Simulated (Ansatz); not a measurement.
Pulling the pair apart

The pair of H₂S (SMILES S, atoms 1–3) and SiH₄O (SMILES [SiH3]O, atoms 4–9), both closed shells, in one local arrangement (a lower one may exist), relaxed at PBE0-D4/def2-TZVP:

```
9
angstrom
S 0.2740 -0.3178 -2.9854
H 0.1319 -0.5991 -1.6765
H -1.0499 -0.2025 -3.1667
Si 0.0809 0.5739 1.4176
O 0.0120 -0.7928 0.4866
H 1.4660 0.8337 1.8933
H -0.3765 1.6729 0.5395
H -0.8077 0.4564 2.6051
H 0.2692 -1.6247 0.8864
```

SiH₄O is shifted rigidly along the line between the mean atom positions of the two fragments (negative: closer). Counterpoise interaction energies in kJ/mol. Ansatz 0.2.0; basis: def2-TZVPPD; cores frozen in the correlated methods.

```
shift (Å)  PBE-D4  PBE0-D4  r2SCAN-D4
    -0.35    -7.4     -6.6       -5.0
    -0.18   -11.1    -10.6       -9.1
     0.00   -12.0    -11.6      -10.3
     0.18   -11.5    -11.2       -9.9
     0.42    -9.8     -9.6       -8.5
     0.88    -6.4     -6.4       -5.6
     1.76    -2.6     -2.7       -2.4
     3.51    -0.6     -0.6       -0.6
```

What does CCSD(T) give at these shifts? (Judge from chemistry; the value comes from the calculation.)

Computed: -1.1, -6.7, -8.9, -9.2, -8.2, -5.6, -2.4, -0.6 kJ/mol. For zero shift, CCSD(T) at an estimated basis limit (MP2 extrapolated from triple and quadruple zeta, plus CCSD(T) − MP2 in triple zeta) gives -10.3 kJ/mol. These are counterpoise interaction energies, counted from the two frozen fragments.

T1 diagnostic: at most 0.011.

For scale, one of the runs: CCSD(T)/def2-TZVPPD, 241 basis functions, launched by `ansatz run in.yaml --threads 4 --pin off --events-out ev --progress --plain --max-ram 9574MiB`. Time: 97 s of wall clock on 4 CPU threads of an Arm Neoverse N1; the host was shared. Peak host memory: 4.3 GiB.
